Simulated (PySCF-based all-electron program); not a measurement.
The numbers below are computed, except where a source is named.
**Forces on LiO₂, doublet in several shapes**

Method: all-electron DFT (in-house code on PySCF), basis-limit composite values; the spin-free Dirac equation, no spin–orbit coupling, spin-unrestricted, lowest state found (another of this spin can lie close). Forces are good to about 0.004 eV/Å. Atoms are numbered as listed.

Shape A:

```json
{"atom": "O", "x (Å)": "0.0000", "y (Å)": "0.0000", "z (Å)": "0.0000"}
{"atom": "O", "x (Å)": "0.0000", "y (Å)": "0.0000", "z (Å)": "1.3300"}
{"atom": "Li", "x (Å)": "1.6400", "y (Å)": "0.0000", "z (Å)": "0.6659"}
```

PBE forces:

| atom | Fx | Fy | Fz (eV/Å) |
| --- | --- | --- | --- |
| O1 | 0.074 | 0.000 | -0.990 |
| O2 | 0.068 | 0.000 | 0.993 |
| Li3 | -0.142 | 0.000 | -0.003 |

(1) What forces does r2SCAN give in shape A?

Shape B:

```xyz
3

O    -0.0389    0.0155   -0.0414
O    -0.0305   -0.0441    1.4330
Li    1.7226    0.0030    0.6732
```

Against shape A, O1–O2 goes from 1.330 to 1.476 Å, O1–Li3 goes from 1.770 to 1.901 Å, O2–Li3 goes from 1.769 to 1.911 Å.

(2) What forces does PBE give in shape B?

(3) What forces does r2SCAN give in shape B?

Shape C:

```csv
atom,x (Å),y (Å),z (Å)
O,0.0000,0.0000,0.0000
O,0.0000,0.0000,1.1970
Li,1.6400,0.0000,0.6659
```

Against shape A, O1–O2 goes from 1.330 to 1.197 Å, O2–Li3 goes from 1.769 to 1.724 Å.

PBE forces:

```tsv
atom	Fx	Fy	Fz (eV/Å)
O1	0.196	0.000	-9.498
O2	-0.307	0.000	9.676
Li3	0.110	0.000	-0.179
```

(4) What forces does r2SCAN give in shape C?

Results:

(1) The forces move by 0.342 eV/Å (r.m.s. over the atoms) from PBE.

```csv
atom,Fx,Fy,Fz (eV/Å)
O1,0.127,0.000,-0.581
O2,0.121,0.000,0.583
Li3,-0.248,0.000,-0.002
```

(2) 

```json
{"atom": "O1", "Fx": "0.633", "Fy": "-0.124", "Fz (eV/Å)": "3.210"}
{"atom": "O2", "Fx": "0.634", "Fy": "0.137", "Fz (eV/Å)": "-3.242"}
{"atom": "Li3", "Fx": "-1.267", "Fy": "-0.013", "Fz (eV/Å)": "0.032"}
```

(3) The forces move by 0.392 eV/Å (r.m.s. over the atoms) from PBE.

```tsv
atom	Fx	Fy	Fz (eV/Å)
O1	0.680	-0.143	3.683
O2	0.674	0.157	-3.716
Li3	-1.354	-0.014	0.033
```

(4) The forces move by 0.230 eV/Å (r.m.s. over the atoms) from PBE.

```csv
atom,Fx,Fy,Fz (eV/Å)
O1,0.267,-0.001,-9.235
O2,-0.246,0.000,9.424
Li3,-0.021,0.000,-0.188
```
